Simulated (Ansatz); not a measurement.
Coupled-cluster diagnostics for SiS2, Ansatz.

Geometry of the singlet (B3LYP-D4/def2-TZVP):

Cartesian coordinates in Å:
```
Si -0.7251 -0.6481 0.7366
S 0.5119 1.0554 0.4221
S 0.2132 -0.4073 -1.1588
```

Correlated methods freeze 15 core orbitals. Another isomer (singlet) lies 0.75 eV lower at PBE0-D4/def2-TZVP; other spin states weren't run for this one.

Estimate the CCSD(T) correlation energy, the shares of MP2 and (T), T1 and the reference's ⟨S²⟩ for: charge 0, singlet, own geometry in def2-TZVPP; and the rough time on 4 threads of Arm Neoverse V1 on a shared host.


| state | basis | correlation (eV) | MP2 share (%) | (T) share (%) | T1 | ⟨S²⟩ (pure) | wall time |
| --- | --- | --- | --- | --- | --- | --- | --- |
| charge 0, singlet, own geometry | def2-TZVPP | -13.493 | 87.9 | 5.8 | 0.018 | 0.00 (0.00) | 1.9 s |
Customary marks for T1 are 0.02 (closed shells), 0.045 (open shells) and about 0.05 (3d metals). T1 stays under 0.02 throughout.
